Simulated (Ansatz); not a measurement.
# CH6AlN: the cost of one run

Computed with Ansatz 0.2.0 through its Python package. Level of theory: CCSD(T)/cc-pVTZ.

## 1. The structure

Bond lengths: C1–N2 1.394 Å, N2–Al3 1.919 Å, C1–H4 1.067 Å, C1–H5 1.144 Å, C1–H6 1.158 Å, N2–H7 1.053 Å, Al3–H8 1.597 Å, Al3–H9 1.631 Å. Angles: C1–N2–Al3 109.6°, C1–N2–H7 108.4°, Al3–N2–H7 107.5°, N2–C1–H4 113.1°, N2–C1–H5 112.2°, N2–C1–H6 112.7°, H4–C1–H5 104.7°, H4–C1–H6 109.7°, H5–C1–H6 103.7°, N2–Al3–H8 118.7°, N2–Al3–H9 120.2°, H8–Al3–H9 120.9°.

The script holds or builds the structure itself.

## 2. The code

tae_ch6aln.py reads:

```python
from collections import Counter

import ansatz as az


def energy_of(molecule, charge=0, unpaired=0):
    calc = (
        molecule.calculation()
        .basis(gaussian="cc-pVTZ")
        .correlation("ccsd_t")
    )
    if charge:
        calc = calc.charge(charge)
    if unpaired:
        calc = calc.spin("collinear", total=unpaired)
    return calc.run(threads=1).report["free_energy_ev"]


def main() -> None:
    ch6aln = (
        az.Crystal.molecule()
        .atom("C", (-0.339, 0.8604, -0.7334))
        .atom("N", (0.7833, 0.232, -0.1967))
        .atom("Al", (0.2352, -1.034, 1.1376))
        .atom("H", (-1.0102, 0.1827, -1.2121))
        .atom("H", (-0.0638, 1.6179, -1.5449))
        .atom("H", (-0.9136, 1.4922, 0.0487))
        .atom("H", (1.2627, -0.306, -0.9645))
        .atom("H", (0.625, -2.57, 0.9428))
        .atom("H", (-0.491, -0.5215, 2.5053))
    )

    unpaired = {"C": 2, "N": 3, "Al": 1, "H": 1}
    counts = Counter(site.symbol for site in ch6aln.cartesian_sites)
    atom_energy = {s: energy_of(az.Crystal.molecule().atom(s, (0, 0, 0)), 0, unpaired[s]) for s in counts}
    whole = energy_of(ch6aln, 0, 0)
    for s, e in atom_energy.items():
        print(f"{s:2s} x{counts[s]}  {e:14.5f} eV")
    print(f"CH6AlN: {whole:.5f} eV")
    split = sum(counts[s] * e for s, e in atom_energy.items()) - whole
    print(f"atomisation energy (no zero-point term): {split:.3f} eV, {split / sum(counts.values()):.3f} eV an atom")


if __name__ == "__main__":
    main()
```

## 3. What the engine is handed

The engine receives this input (first run):

```yaml
crystal:
  periodic: [false, false, false]
  atoms:
    - { symbol: C, position_ang: [0.0, 0.0, 0.0] }
basis:
  gaussian:
    orbitals: cc-pVTZ
magnetization:
  spin_polarized: true
  initial_magnetization: 2.0
correlation:
  method: ccsd_t
```

## 4. Launch

Run with:

```console
$ python tae_ch6aln.py
```

**Question.** How long does this script take on 1 thread of Intel Xeon 6975P-C (Granite Rapids), shared host, and how much memory does it need?

About 30 s, with a peak of 1.8 GiB.
